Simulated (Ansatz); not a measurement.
Geometry optimisation, Ansatz, RHF/def2-SVP.

The input (input.yaml):

```yaml
crystal:
  periodic: [false, false, false]
  atoms:
    - { symbol: Si, position_ang: [-0.529042, -0.063984, -0.355858] }
    - { symbol: H, position_ang: [0.122045, 0.049935, 2.239347] }
    - { symbol: H, position_ang: [0.758178, 0.202422, 0.318259] }
    - { symbol: H, position_ang: [-0.705362, 0.958083, -1.418974] }
    - { symbol: H, position_ang: [-0.443083, -1.39672, -1.001713] }
    - { symbol: P, position_ang: [-2.27183, 0.125321, 0.992785] }
    - { symbol: H, position_ang: [-3.222587, -0.225568, 0.006332] }
    - { symbol: H, position_ang: [-2.199427, -1.153127, 1.58482] }
    - { symbol: H, position_ang: [-0.333293, 0.191538, 2.768304] }
basis:
  gaussian: { orbitals: def2-SVP }
hamiltonian:
  xc: hf
relax:
  f_tol: 0.03
  max_steps: 50
```

Launched with:

```bash
$ ansatz run input.yaml --threads 1 --pin off --max-ram 2048MiB --backend cpu --events-out ev --progress --plain --runs-dir out
```

Question: Where does it end, and by what steps?

Answer: The forces met the threshold. The force dipped under the threshold on the way, but the program's further checks kept it going. After 31 steps the energy has fallen by 0.361 eV; H2 moved furthest, 1.84 Å.

| step | energy less start (eV) | largest force component (eV/Å) | accepted |
| --- | --- | --- | --- |
| 0 | 0.0000 | 1.242 | yes |
| 2 | -0.2726 | 0.201 | yes |
| 4 | -0.3386 | 0.065 | yes |
| 6 | -0.3529 | 0.099 | yes |
| 8 | -0.3558 | 0.058 | yes |
| 10 | -0.3561 | 0.083 | yes |
| 12 | -0.3516 | 0.554 | no |
| 14 | -0.3570 | 0.044 | yes |
| 16 | -0.2607 | 1.787 | no |
| 18 | -0.3576 | 0.180 | no |
| 20 | -0.3576 | 0.177 | no |
| 22 | -0.3585 | 0.052 | yes |
| 24 | -0.3591 | 0.085 | yes |
| 26 | -0.3598 | 0.106 | yes |
| 28 | -0.3603 | 0.060 | yes |
| 30 | -0.3608 | 0.061 | yes |
| 31 | -0.3612 | 0.008 | yes |

```xyz
9
Properties=species:S:1:pos:R:3
Si -0.672 -0.130 -0.862
H 0.551 0.256 4.014
H 0.665 -0.145 -0.226
H -0.796 1.074 -1.715
H -0.822 -1.339 -1.704
P -2.240 0.007 0.787
H -3.357 -0.229 -0.045
H -2.109 -1.327 1.234
H -0.045 0.521 3.650
```

Whether the end is a true minimum wasn't checked by a vibrational analysis.

Time of the run: 20 s on 1 thread of Arm Neoverse V2 (shared host), peak memory 0.12 GiB.
